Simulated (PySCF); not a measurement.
Species: C6H9 (charge -1).
Atom-mapped SMILES: `[C-:1]#[C:2][CH2:3][CH2:4][CH2:5][CH3:6]` (hydrogens: H7, H8 on C3; H9, H10 on C4; H11, H12 on C5; H13, H14, H15 on C6)

Theory: PySCF 2.14.0, PBE0-D3(BJ)/def2-SVP geometry optimisation, gas phase.

(1) Give the optimised bond lengths and angles.

Results:

(1) 
```json
{"bond": "C1≡C2", "length (Å)": "1.251", "order": "triple"}
{"bond": "C2–C3", "length (Å)": "1.464", "order": "single"}
{"bond": "C3–C4", "length (Å)": "1.538", "order": "single"}
{"bond": "C4–C5", "length (Å)": "1.521", "order": "single"}
{"bond": "C5–C6", "length (Å)": "1.520", "order": "single"}
{"bond": "C3–H7, C3–H8", "length (Å)": "1.112", "order": "single"}
{"bond": "C4–H9, C4–H10", "length (Å)": "1.107", "order": "single"}
{"bond": "C5–H11, C5–H12", "length (Å)": "1.105", "order": "single"}
{"bond": "C6–H13, C6–H14, C6–H15", "length (Å)": "1.104", "order": "single"}
```

Bonds in one row agree within 0.01 Å and their mean is given. Orders are formal, as drawn. A selection of angles:
```json
{"angle": "C1–C2–C3", "degrees": "175.9"}
{"angle": "C2–C3–C4", "degrees": "113.2"}
{"angle": "C2–C3–H7", "degrees": "111.5"}
{"angle": "C4–C3–H7", "degrees": "107.5"}
{"angle": "H7–C3–H8", "degrees": "104.5"}
{"angle": "C3–C4–C5", "degrees": "112.6"}
{"angle": "C3–C4–H9", "degrees": "108.0"}
{"angle": "C3–C4–H10", "degrees": "110.4"}
{"angle": "C5–C4–H9", "degrees": "108.6"}
{"angle": "H9–C4–H10", "degrees": "106.9"}
{"angle": "C4–C5–C6", "degrees": "114.0"}
{"angle": "C4–C5–H11", "degrees": "109.1"}
{"angle": "C4–C5–H12", "degrees": "106.6"}
{"angle": "C6–C5–H11", "degrees": "109.7"}
{"angle": "C6–C5–H12", "degrees": "111.0"}
{"angle": "H11–C5–H12", "degrees": "106.0"}
{"angle": "C5–C6–H13", "degrees": "111.9"}
{"angle": "H13–C6–H14", "degrees": "107.4"}
```

Torsions: C2–C3–C4–C5 59° (synclinal); C3–C4–C5–C6 -174° (antiperiplanar). The mirror-image conformer, all signs reversed, is as good.

The C–C distances run from 1.251 Å (C1≡C2, drawn triple) to 1.538 Å (C3–C4, drawn single), a spread of 0.287 Å. Of the pairs four or more bonds apart, C2···H12 is among the closest relative to their van der Waals radii: 2.56 Å, 88 % of the sum of Bondi's values.

Point group: C1 (no symmetry element, even within 0.4 Å). No frequency check.

On one thread, Arm Neoverse V1, on a shared host, this took 30 s of wall time. That covers the optimisation of the geometry.
